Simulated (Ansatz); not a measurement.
The input, for Ansatz 0.2.0:

```yaml
crystal:
  periodic: [false, false, false]
  atoms:
    - {symbol: B, position_ang: [0.000000, -0.009001, 0.670660]}
    - {symbol: B, position_ang: [0.000000, -0.009001, -0.914422]}
    - {symbol: H, position_ang: [0.000000, 1.249964, 1.365535]}
    - {symbol: H, position_ang: [0.000000, -1.056869, 1.249022]}
basis:
  gaussian: {orbitals: 6-31G}
magnetization: {spin_polarized: true, initial_magnetization: 2}
correlation: {method: ccsd, electrons: outside_noble_gas}
scf: {lower_state_search: light}
output: {forces: true}
```

```sh
$ ansatz run in.yaml --threads 1 --pin off --events-out ev --progress --plain --max-ram 2393MiB
```

Q: Roughly how long does this take on 1 thread of Intel Xeon 6975P-C, shared host, and how much host memory?

A: 0.63 s wall and 0.09 GiB.

```
316 factors; integrals over basis functions are off by at most 3.1e-4 eV
mean field evaluation 1: about -1368.4767 eV, gradient 9.5e0 eV
mean field evaluation 2: about -1368.4787 eV, gradient 9.5e0 eV
mean field evaluation 4: about -1369.8932 eV, gradient 2.1e0 eV
mean field evaluation 8: about -1370.1424 eV, gradient 2.1e-1 eV
mean field evaluation 16: about -1370.0325 eV, gradient 1.3e0 eV
mean field evaluation 32: about -1368.6977 eV, gradient 7.1e-2 eV
mean field evaluation 64: about -1368.6978 eV, gradient 1.3e-3 eV
mean field evaluation 96: about -1364.5005 eV, gradient 1.0e-2 eV
mean field -1370.14401024 eV, -50.3518636593 hartree, gradient 5.8e-6 eV, S^2 2.004393; 4 other end points of the search recorded, 0 dependent functions left out
determinant -1370.14401024 eV, -50.3518636593 hartree, with singles and doubles -1372.96698765 eV, -50.4556061658 hartree
determinant -1368.69783800 eV, -50.2987178098 hartree, with singles and doubles -1371.17224864 eV, -50.3896507236 hartree
determinant -1367.12574608 eV, -50.2409444974 hartree, with singles and doubles -1369.93404703 eV, -50.3441476539 hartree
2 core orbitals not correlated: weight in the atoms' cores, before any rotation towards them, 1.000 or more for the frozen orbitals, at most 0.000 for the correlated occupied ones
reference -1370.14401024 eV, -50.3518636593 hartree; 5, 3 occupied and 15, 17 virtual orbitals, 316 factors
second order -2.07733703 eV of doubles, -0.00000000 eV of singles
cycle   1  -2.82299736 eV  change   -2.0e-5 eV  update   6.9e-4
cycle   2  -2.82293047 eV  change    6.7e-5 eV  update   4.2e-4
cycle   3  -2.82288038 eV  change    5.0e-5 eV  update   1.2e-4
cycle   4  -2.82285100 eV  change    2.9e-5 eV  update   6.1e-5
cycle   5  -2.82292545 eV  change   -7.4e-5 eV  update   2.6e-5
cycle   6  -2.82295827 eV  change   -3.3e-5 eV  update   9.5e-6
cycle   7  -2.82296370 eV  change   -5.4e-6 eV  update   4.6e-6
cycle   8  -2.82296040 eV  change    3.3e-6 eV  update   2.3e-6
cycle   9  -2.82295998 eV  change    4.2e-7 eV  update   1.0e-6
cycle  10  -2.82296018 eV  change   -2.0e-7 eV  update   4.7e-7
the calculation of the forces begins
Total energy: -1372.96697042 eV, -50.4556055324 hartree
Atom 0 at     0.000000    -0.009001     0.670660 Å, force     0.000000     2.539622     1.972329 eV/Å
Atom 1 at     0.000000    -0.009001    -0.914422 Å, force    -0.000000     0.148487    -0.839615 eV/Å
Atom 2 at     0.000000     1.249964     1.365535 Å, force     0.000000    -2.618002    -1.422743 eV/Å
Atom 3 at     0.000000    -1.056869     1.249022 Å, force     0.000000    -0.070107     0.290029 eV/Å
Dipole moment:    -0.000000    -0.042710    -0.182664 e Å
```

Forces (eV/Å):
```
B    0.000  2.540  1.972
B    0.000  0.148 -0.840
H    0.000 -2.618 -1.423
H    0.000 -0.070  0.290
```
